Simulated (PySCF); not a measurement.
## `C(/C=C/C)=C\Cl`, C$_{5}$H$_{7}$Cl

Geometry:
```json
{"atom": "C1", "x (Å)": "-1.830", "y (Å)": "0.083", "z (Å)": "-0.070"}
{"atom": "C2", "x (Å)": "-0.432", "y (Å)": "0.570", "z (Å)": "-0.227"}
{"atom": "C3", "x (Å)": "0.663", "y (Å)": "-0.053", "z (Å)": "0.240"}
{"atom": "C4", "x (Å)": "2.012", "y (Å)": "0.450", "z (Å)": "0.071"}
{"atom": "C5", "x (Å)": "3.094", "y (Å)": "-0.184", "z (Å)": "0.543"}
{"atom": "Cl6", "x (Å)": "4.699", "y (Å)": "0.406", "z (Å)": "0.347"}
{"atom": "H7", "x (Å)": "-2.313", "y (Å)": "-0.064", "z (Å)": "-1.051"}
{"atom": "H8", "x (Å)": "-1.872", "y (Å)": "-0.869", "z (Å)": "0.478"}
{"atom": "H9", "x (Å)": "-2.450", "y (Å)": "0.819", "z (Å)": "0.471"}
{"atom": "H10", "x (Å)": "-0.298", "y (Å)": "1.516", "z (Å)": "-0.769"}
{"atom": "H11", "x (Å)": "0.548", "y (Å)": "-0.999", "z (Å)": "0.784"}
{"atom": "H12", "x (Å)": "2.144", "y (Å)": "1.393", "z (Å)": "-0.470"}
{"atom": "H13", "x (Å)": "3.038", "y (Å)": "-1.128", "z (Å)": "1.092"}
```

Computed with PySCF, quadratic response CAM-B3LYP/def2-TZVPD first hyperpolarisability, Taylor convention, gas phase. Geometry: PBE0-D3(BJ)/def2-SVP.

Task: Give the tensor of the second harmonic β(−2ω;ω,ω) at 1064 nm in the axes of these coordinates.

Result: In au, Taylor convention; rows are the first index (the induced dipole):
```csv
,xx,yy,zz,xy,xz,yz
x,+101.4,+1.1,+2.1,-2.1,+10.5,+0.8
y,-3.3,-2.1,-0.5,+1.4,+0.6,-5.8
z,+11.1,-5.9,+8.2,+0.7,+2.3,-0.6
```
Norm of βᵢ = ⅓ Σⱼ (βᵢⱼⱼ + βⱼᵢⱼ + βⱼⱼᵢ): 105.8 au, hyper-Rayleigh value 43.4 au.
